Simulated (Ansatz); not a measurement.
Wavefunction ladder for AlFH2N (`[NH2][Al][F]`) radical

```xyz
5

N     0.677   -0.146    0.074
Al   -0.802    0.156   -0.841
F    -2.181    0.477    0.021
H     1.574   -0.352   -0.335
H     0.732   -0.135    1.081
```

The species carries charge 0 and has multiplicity 2. Geometry: relaxed with PBE0-D4/def2-TZVP. It is one conformer, not always the lowest. Frozen core, unrestricted reference, Ansatz 0.2.0. CBS rows extrapolate triple and quadruple zeta; past MP2 they add the triple-zeta difference.

```json
{"basis": "def2-SVP", "HF (Eh)": "-396.84956", "MP2 corr.": "?", "CCSD corr.": "-0.41819", "(T)": "-0.00817", "CCSD(T) total": "?"}
{"basis": "def2-TZVPP", "HF (Eh)": "-397.13810", "MP2 corr.": "?", "CCSD corr.": "?", "(T)": "-0.01749", "CCSD(T) total": "?"}
{"basis": "def2-QZVPP", "HF (Eh)": "?", "MP2 corr.": "-0.56853", "CCSD corr.": "–", "(T)": "–", "CCSD(T) total": "–"}
{"basis": "CBS(def2)", "HF (Eh)": "-397.15589", "MP2 corr.": "-0.60203", "CCSD corr.": "-0.61180", "(T)": "as TZ", "CCSD(T) total": "-397.78518"}
```

**Question.** Fill in the withheld values. (An estimate is asked.)

**Answer.** The calculation gave: def2-SVP MP2 corr.: -0.40304; def2-SVP CCSD(T) total: -397.27592; def2-TZVPP MP2 corr.: -0.52331; def2-TZVPP CCSD corr.: -0.53308; def2-TZVPP CCSD(T) total: -397.68867; def2-QZVPP HF (Eh): -397.15373.
